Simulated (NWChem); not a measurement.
hydrogen sulfide (H2S); SMILES S

```xyz
3

S      0.0000     0.0000     0.1056
H      0.9740     0.0000    -0.8447
H     -0.9740     0.0000    -0.8447
```
Atoms are numbered in this order, from 1.

All runs: NWChem. All runs use the structure optimised with PBE-D3(BJ)/def2-SVP. Ions are spin-unrestricted doublets at the neutral geometry; other ion states weren't tried. Functional: LC-ωPBE (HJS hole) with def2-SVP; rows give the range parameter ω in 1/bohr.

For range parameter (1/bohr) 0.30:

| Quantity | Value |
|---|---|
| −ε(HOMO) (eV) | 9.52 |

Task: How do the values read with range parameter (1/bohr) 0.05 instead?

Result: 
| Item | Result |
|---|---|
| −ε(HOMO) (eV) | 6.61 |
